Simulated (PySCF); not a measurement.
## SMILES [BH], BH

Molfile (atoms numbered from 1):
```
BH
     RDKit          3D

  2  1  0  0  0  0  0  0  0  0999 V2000
    0.6237   -0.0007   -0.0011 B   0  0  0  0  0  1  0  0  0  0  0  0
   -0.6286    0.0072   -0.0105 H   0  0  0  0  0  0  0  0  0  0  0  0
  1  2  1  0
M  RAD  1   1   3
M  END
```

Method: GIAO B3LYP/aug-pcSseg-1 magnetisability, rotational g tensor and spin-rotation constants, non-relativistic, gas phase (PySCF 2.14.0). Geometry: PBE0-D3(BJ)/def2-SVP.

Task: Give the nuclear spin-rotation constants along the inertial axes (H = +C I·J) beside the isotropic shieldings.

Result: Rotational constants –, 348.9786, 348.9786 GHz.
| atom | isotope | Caa (kHz) | Cbb (kHz) | Ccc (kHz) | mean (kHz) | σ (ppm) |
| --- | --- | --- | --- | --- | --- | --- |
| B1 | 11B | – | 474.060 | 474.060 | 474.060 | -261.6 |
| H2 | 1H | – | -10.515 | -10.515 | -10.515 | 23.2 |

For the geometry as given, no vibrational averaging.
